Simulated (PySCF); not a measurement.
# Spin states of HCl⁺

Unrestricted PBE0; basis H cc-pVDZ, Cl cc-pV(D+d)Z; no relativity; PySCF 2.14. Outer shells of the fragments: H 1s1; Cl+ 3s2 3p4.

Followed along the bond (rough minima from three points):

```json
{"2Ms+1": "2", "unpaired": "π ↑", "⟨S²⟩ at the start": "0.75", "R at minimum (Å)": "1.33", "Te (eV)": "0.00"}
{"2Ms+1": "4", "unpaired": "σ ↑, π ↑↑", "⟨S²⟩ at the start": "3.75", "R at minimum (Å)": "none in the scan", "Te (eV)": "≤ 6.99"}
```

Solutions found at the starting distance of 1.390 Å, counted from the lowest of them; the search is not exhaustive and high or unbound solutions are not listed, so other states can lie among these:

| 2Ms+1 | unpaired | term | E (eV) | ⟨S²⟩ | ⟨Lz²⟩ | μ (D) |
| --- | --- | --- | --- | --- | --- | --- |
| 2 | π ↑ | ²Π | 0.00 | 0.75 | 1.01 | -2.08 |
| 2 | σ ↑ | ²Σ⁺ | 3.63 | 0.76 | 0.00 | -2.62 |
| 4 | σ ↑, π ↑↑ | ⁴Σ⁻ | 7.68 | 3.75 | 0.00 | 0.86 |
| 4 | σ ↑↑, π ↑ | ⁴Π | 9.62 | 3.75 | 1.01 | 0.33 |

A term symbol is given only where ⟨S²⟩ and ⟨Lz²⟩ are close to those of a pure state; real π, δ and φ orbitals otherwise mix terms. A positive dipole points towards Cl; it is taken about the centre of mass and depends on that origin.

Counting both spins, an empty level lies below a filled one in some of these solutions, because spin and occupation are held.
